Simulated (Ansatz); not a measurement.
1T (CdI2-type) PtS2, treated with r²SCAN+rVV10 (plane waves, PAW; Ansatz, an electronic-structure program).

Total energies, extrapolated to zero smearing (they compare only within this program, potentials and cutoff; free atoms with spin allowed, lowest state found):

| system | energy (eV/atom) |
|---|---|
| 1T (CdI2-type) PtS2, relaxed | -4781.8857 |
| free Pt atom | -12527.7298 |
| free S atom | -902.1606 |

**Question.** Work out the cohesive energy per atom.

**Answer.** E_coh = [1 × (-12527.7298) + 2 × (-902.1606)]/3 − (-4781.8857) = 4.54 eV/atom. The reference value is 4.26 ± 0.03 eV/atom (worked out here from tabulated enthalpies at 298 K, copied from a table, unchecked, brought to a static lattice with a Debye model, atoms in their spin–orbit ground levels; inputs from the CRC Handbook), not set against a level without spin–orbit coupling.

Spin–orbit coupling is left out; its size isn't shown.

The PAW data were made under PBE.
